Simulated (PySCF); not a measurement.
# CH4BS (SMILES C[B]S): UHF/6-31++G(d,p) (spherical functions)

What is the vertical doublet–quartet gap of CH4BS at UHF/6-31++G** (spherical functions)? Input form: an ASE script.

The results are computed with PySCF 2.14.0.

1 further run of the same task is left out (set aside as unsound or not needed).

## 1. The structure to begin with

CH4BS has 7 atoms, charge 0, and is taken as a doublet. SMILES: `C[B]S`. The shape is that of a PBE0-D4/def2-TZVP optimisation. This is one conformer, not always the lowest.

Bond lengths: C1–B2 1.547 Å, B2–S3 1.759 Å, C1–H4 1.095 Å, C1–H5 1.095 Å, C1–H6 1.095 Å, S3–H7 1.346 Å. Angles: C1–B2–S3 128.0°, B2–C1–H4 109.7°, B2–C1–H5 114.7°, B2–C1–H6 109.7°, B2–S3–H7 99.1°, H4–C1–H5 108.3°, H4–C1–H6 105.7°, H5–C1–H6 108.3°.

## 2. A single-point energy at UHF/6-31++G(d,p) (spherical functions)

File calc.py:

```python
import pyscf.grad
from pyscf import gto
from pyscf.pbc.tools.pyscf_ase import PySCF, ase_atoms_to_pyscf
from ase import Atoms

atoms = Atoms(['C', 'B', 'S', 'H', 'H', 'H', 'H'], positions=[
    [-0.877200, 0.454500, -0.160300],
    [0.209500, -0.571500, 0.240900],
    [1.952900, -0.430400, 0.053400],
    [-1.579800, -0.007400, -0.862100],
    [-0.492900, 1.374600, -0.613900],
    [-1.471500, 0.726300, 0.718400],
    [2.320300, -1.614000, 0.577800],
])

mol = gto.M(
    atom=ase_atoms_to_pyscf(atoms),
    spin=1,
    verbose=4,
    max_memory=1860,
    basis='6-31++g**',
)

mf = mol.UHF()
atoms.calc = PySCF(method=mf)

e_ev = atoms.get_potential_energy()
print('energy %.6f eV' % e_ev)
```

Started as:

```console
OMP_NUM_THREADS=1 python calc.py
```

The program printed:

```text
PySCF version 2.14.0

[... 100 lines left out ...]
converged SCF energy = -462.374170151553  <S^2> = 0.75625224  2S+1 = 2.0062425
energy -12581.842030 eV
```

Run time: 2.5 s. Hardware: 1 thread of Intel Xeon Platinum 8259CL at 2.50GHz (Skylake/Cascade Lake), shared host; peak memory 0.16 GiB.

## 3. The quartet at the same level

File job.py:

```python
import pyscf.grad
from pyscf import gto
from pyscf.pbc.tools.pyscf_ase import PySCF, ase_atoms_to_pyscf
from ase import Atoms

atoms = Atoms(['C', 'B', 'S', 'H', 'H', 'H', 'H'], positions=[
    [-0.877200, 0.454500, -0.160300],
    [0.209500, -0.571500, 0.240900],
    [1.952900, -0.430400, 0.053400],
    [-1.579800, -0.007400, -0.862100],
    [-0.492900, 1.374600, -0.613900],
    [-1.471500, 0.726300, 0.718400],
    [2.320300, -1.614000, 0.577800],
])

system = gto.M(
    atom=ase_atoms_to_pyscf(atoms),
    verbose=4,
    charge=0,
    max_memory=1860,
    basis='6-31++g**',
    spin=3,
)

myscf = system.UHF()
atoms.calc = PySCF(method=myscf)

e_ev = atoms.get_potential_energy()
print('energy %.6f eV' % e_ev)
```

Started as:

```console
OMP_NUM_THREADS=1 python job.py
```

The program printed:

```text
PySCF version 2.14.0

[... 51 lines left out ...]
WARN: HOMO 0.0340964272640178 >= LUMO -0.342538066974811
[... 5 lines left out ...]
WARN: HOMO -0.135793736122833 >= LUMO -0.240763138949121
[... 78 lines left out ...]
converged SCF energy = -462.156156580632  <S^2> = 3.7630786  2S+1 = 4.006534
energy -12575.909578 eV
```

Wall time 3.3 s (1 thread of Intel Xeon Platinum 8259CL at 2.50GHz (Skylake/Cascade Lake), shared host); peak memory 0.16 GiB.

## 4. Outcome

At UHF/6-31++G** (spherical functions):

| quantity | value |
| --- | --- |
| doublet: total energy | -462.37417 Eh |
| doublet: dipole moment | 0.63 D |
| doublet: HOMO energy (highest over α and β) | -8.73 eV |
| doublet: LUMO energy (lowest over α and β) | 1.03 eV |
| doublet: ⟨S²⟩ | 0.756 |
| quartet: total energy | -462.15616 Eh |
| quartet: dipole moment | 4.67 D |
| quartet: HOMO energy (highest over α and β) | -3.91 eV |
| quartet: LUMO energy (lowest over α and β) | -2.47 eV |
| quartet: ⟨S²⟩ | 3.763 |
| vertical energy of the quartet above the doublet | 5.932 eV |

At this shape the quartet lies 5.93 eV (137 kcal/mol) above the doublet.
